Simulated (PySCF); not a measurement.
Question: What does the PBE0-D3(BJ)/def2-SVP structure of `O=P([O-])([O-])[O-]` look like in three dimensions? (Charge -3.)

Answer: 
```xyz
5
PO4 angstrom
O      0.1625   -0.3629    1.7146
P     -0.0539    0.0215    0.1766
O     -0.9166    1.3652    0.0792
O      1.3672    0.2485   -0.5225
O     -0.8287   -1.1652   -0.5650
```

Orientation and origin are arbitrary. Atoms count from 1 in this order. All 4 O–P bonds measure 1.600 Å. P2 (phosphoryl phosphorus) is tetrahedral (angles from 109.4° to 109.5°).

Bonds between heavy atoms (Å): O1=P2 1.600, P2–O3 1.600, P2–O4 1.600, P2–O5 1.600.

Computed with PySCF 2.14.0, PBE0-D3(BJ)/def2-SVP geometry optimisation, gas phase.

Point group: Td (tolerance 0.08 Å). Not checked by PBE0-D3(BJ)/def2-SVP frequencies. Whether so highly charged an anion holds all its electrons in the gas phase wasn't checked; a finite basis holds them in any case. The ion is multiply charged and computed without counter-ions or solvent. The geometry's basis has no diffuse functions, a weakness for an anion.

The run took 5.5 s on an Intel Xeon Platinum 8559C with one thread (shared host), and the process peaked at 0.32 GiB of memory. That covers the optimisation of the geometry.
